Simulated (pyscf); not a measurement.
Optimised with ωB97X-D3(BJ)/def2-SVP in PySCF.

### Question
For the elementary gas-phase step F–SiH₂• + water (H₂O) → HO–SiH•–F + hydrogen (H₂) (doublet surface; H–Si, H–O broken, O–Si, H–H formed), what barrier and reaction energy does ωB97M-D3(BJ)/def2-TZVP give, measured from the separated reactants?

### Answer
ΔE‡ = 23.0 kcal/mol, ΔE = -21.6 kcal/mol. Zero-point energy shifts the barrier by -1.1 kcal/mol. It is a four-centre exchange, with an imaginary mode of 1385i cm⁻¹. The same reactants have a lower exit, to HO–SiH₂–F + H• (barrier +17.2 kcal/mol at ωB97M-D3(BJ)/def2-TZVP, against +23.0 kcal/mol here). One saddle was located; it need not be the lowest between these sides.
